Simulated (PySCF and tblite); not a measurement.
The numbers below are computed, except where a source is named.
(E)-crotonaldehyde, C4H6O, numbered as in [CH3:1]/[CH:2]=[CH:3]/[CH:4]=[O:5]: conformational analysis

Geometries PBE0-D3(BJ)/def2-SVP; weights from CAM-B3LYP-D3(BJ)/def2-TZVP (IEF-PCM, chloroform) energies and GFN2-xTB thermal corrections, with symmetry numbers and mirror pairs. Conformers within 3 kcal/mol (GFN2-xTB free energy) were kept, 8 at most. GIAO shieldings: wB97X-D/pcSseg-1 (IEF-PCM, chloroform). Couplings: B3LYP/pcJ-1 (gas phase; spin-dipole term only for pairs with B, N, F, Si or P). Couplings are for ¹³C, ¹H, ¹⁷O. Shifts are against TMS (¹H), TMS (¹³C) at the same level. Codes: tblite and PySCF.

Torsions listed: C2–C3–C4–O5.

| conformer | shape | symmetry | E(GFN2) kcal/mol | E(DFT) kcal/mol | G(298.15 K) kcal/mol | weight % | dipole D |
| --- | --- | --- | --- | --- | --- | --- | --- |
| 1 | 180° | Cs | 0.00 | 0.00 | 0.00 | 98.0 | 5.14 |
| 2 | 1° | Cs | 0.33 | 2.40 | 2.31 | 2.0 | 3.94 |

Weights (%) against temperature:

```csv
T (K),1,2,S(mix) cal/mol/K
200,99.7,0.3,0.04
250,99.1,0.9,0.10
298.15,98.0,2.0,0.19
350,96.4,3.6,0.31
400,94.5,5.5,0.42
```

Averaged shifts at 298.15 K. ¹H: 9.31 (H4, 1H), 7.04 (H2, 1H), 6.23 (H3, 1H), 2.19 (H1, 3H) ppm. ¹³C: 201.4 (C4), 169.6 (C2), 141.2 (C3), 22.3 (C1) ppm.

Averaged couplings (Hz): ¹J(C1,C2) 46.1, ¹J(C1,H1) 134.5, ²J(C1,H2) 4.9, ³J(C1,H3) 6.8, ¹J(C2,C3) 74.7, ³J(C2,O5) -1.6, ²J(H1,C2) -7.0, ¹J(C2,H2) 157.1, ²J(C2,H3) 2.0, ³J(C2,H4) 1.7, ¹J(C3,C4) 58.4, ²J(C3,O5) -2.4, ³J(H1,C3) 6.8, ²J(H2,C3) -0.3, ¹J(C3,H3) 167.4, ²J(C3,H4) 30.7, ¹J(C4,O5) 32.6, ⁴J(H1,C4) -1.6, ³J(H2,C4) 10.0, ²J(H3,C4) 3.0, ¹J(C4,H4) 172.8, ⁵J(H1,O5) -0.6, ³J(H3,O5) -1.0, ²J(H4,O5) -4.0, ²J(H1,H1) -17.0, ³J(H1,H2) 8.2, ⁴J(H1,H3) -2.2, ³J(H2,H3) 16.4, ³J(H3,H4) 8.0.

Coordinates of conformer 1 (Å):

```xyz
11

C    -1.757   -0.125    0.061
C    -0.302   -0.379   -0.095
C     0.683    0.511    0.101
C     2.089    0.134   -0.085
O     3.028    0.874    0.075
H    -2.191   -0.802    0.816
H    -1.966    0.912    0.360
H    -2.291   -0.333   -0.882
H    -0.012   -1.395   -0.398
H     0.484    1.545    0.405
H     2.239   -0.934   -0.399
```

Coordinates of conformer 2 (Å):

```xyz
11

C    -1.766    0.030   -0.019
C    -0.334    0.116    0.357
C     0.710   -0.150   -0.445
C     2.097   -0.025    0.042
O     2.409    0.303    1.162
H    -2.259    1.010    0.106
H    -1.906   -0.301   -1.059
H    -2.302   -0.667    0.648
H    -0.092    0.425    1.383
H     0.563   -0.464   -1.484
H     2.885   -0.260   -0.719
```

Shifts are unscaled: against experiment ¹³C can be off by 15 ppm or more and ¹H by 0.8 ppm.

Search and properties took 67 s on 1 thread of Arm Neoverse V2, shared host (rough), launched as `OMP_NUM_THREADS=1 python ens_run.py task.json out`.
